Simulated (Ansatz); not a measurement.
Relaxation of C2H3NOS (8 atoms, charge 0, multiplicity 1), to a largest force component of 0.015 eV/Å in at most 40 steps.

The calculation used RKS LDA/6-31G in Ansatz.

```xyz
8
Properties=species:S:1:pos:R:3:forces:R:3
N 1.243 -1.926 1.396 -1.91 3.47 -1.87
C 0.684 -0.964 0.886 0.85 -2.53 1.32
C 0.021 0.209 0.228 3.23 0.27 0.67
O 0.878 0.646 -0.898 -0.84 -0.04 1.37
S -1.647 -0.134 -0.302 -1.49 -1.49 -0.12
H 0.030 1.059 0.946 0.10 -0.18 -0.21
H 0.727 -0.071 -1.549 0.24 -0.38 -0.87
H -1.844 1.123 -0.762 -0.18 0.89 -0.28
```

Where does it end, and by what steps?

The forces met the threshold. Limits of this set-up: no polarisation functions. After 7 steps the energy has fallen by 0.386 eV; H7 moved furthest, 0.20 Å.

```csv
step,energy less start (eV),largest force component (eV/Å),accepted
0,0.0000,3.467,yes
1,-0.2889,2.042,yes
2,-0.3711,0.592,yes
3,-0.3842,0.164,yes
4,-0.3858,0.076,yes
5,-0.3862,0.020,yes
6,-0.3862,0.023,no
7,-0.3863,0.015,yes
```

```xyz
8
Properties=species:S:1:pos:R:3
N 1.119 -1.904 1.367
C 0.642 -0.944 0.876
C 0.116 0.231 0.206
O 0.886 0.644 -0.897
S -1.687 -0.202 -0.261
H 0.082 1.089 0.898
H 0.920 -0.072 -1.584
H -1.986 1.101 -0.659
```

Whether the end is a true minimum wasn't checked by a vibrational analysis.

Time of the run: 20 s on 1 thread of Arm Neoverse V1, on a shared host, peak memory 0.15 GiB.
